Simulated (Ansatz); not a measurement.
## Scan of [Cl···H···Si], triplet

Starting geometry:

```yaml
atoms:
  - { symbol: Cl, position_ang: [0.0000, 0.0000, -1.5969] }
  - { symbol: H, position_ang: [0.0000, 0.0000, -0.3181] }
  - { symbol: Si, position_ang: [0.0000, 0.0000, 1.9151] }
```

From there H2 is moved from one fragment to the other while all else, the fragments' distance too, stays fixed; atoms are numbered as listed. Energies are in kcal/mol, counted from the starting geometry at the same level.

Basis 6-31G; Ansatz 0.2.0. Only valence electrons are correlated (noble-gas cores frozen). Active spaces: valence = (12e, 9o) chosen from the atoms' valence shells.

Runs in a small pair space aren't shown, since their orbitals change along the scan.

Full CI is exact within this basis and frozen core; it isn't the basis-set limit.

```tsv
distance Cl1-H2 (Å)	NEVPT2 (valence space)
1.189	7.1
1.279	0.0
1.392	-1.2
1.505	1.3
1.619	4.7
1.732	7.6
1.845	10.3
1.959	14.1
2.072	20.8
```

Task: Estimate the full CI curve in 6-31G from this one, knowing how NEVPT2 (valence space) errs.

Result: The computed full CI values, in kcal/mol from the starting point, and the error of NEVPT2 (valence space) against them:
```
distance Cl1-H2 (Å)  full CI  NEVPT2 (valence space) less full CI
              1.189      7.0                                  0.1
              1.279      0.0                                  0.0
              1.392     -1.0                                 -0.2
              1.505      1.6                                 -0.3
              1.619      5.0                                 -0.3
              1.732      7.7                                 -0.1
              1.845      9.9                                  0.4
              1.959     13.0                                  1.1
              2.072     19.0                                  1.8
```

The error spans 2.1 kcal/mol and is largest, 1.8 kcal/mol, at 2.072 Å.
